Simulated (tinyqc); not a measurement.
Worked calculation: coupled-perturbed Hartree-Fock on RHF in the sto-3g basis, for NH3, spin multiplicity 1. One step of it, computed by the program tinyqc.

Problem. Response to a field: uncoupled start. Field along z; U_ai = -mu_ai / (e_a - e_i), alpha = -4 sum U_ai mu_ai.

orbital energies (hartree): MO1 -15.309805, MO2 -1.078345, MO3 -0.559105, MO4 -0.559104, MO5 -0.353149, MO6 0.612094, MO7 0.698375, MO8 0.698397

dipole integrals <a|z|i> (bohr):
```
           i1        i2        i3         i4         i5
a6  -0.037963  0.102420  0.000000  -0.000210  -0.101561
a7   0.000000  0.000000  0.459121   0.000000   0.000000
a8  -0.000019  0.000075  0.000000   0.459122  -0.000040
```

Give: uncoupled U; uncoupled polarisability.

Solution.

uncoupled U:
```
       i1      i2      i3      i4     i5
a6  0.002  -0.061   0.000   0.000  0.105
a7  0.000   0.000  -0.365   0.000  0.000
a8  0.000   0.000   0.000  -0.365  0.000
```

uncoupled polarisability = 1.409 bohr^3
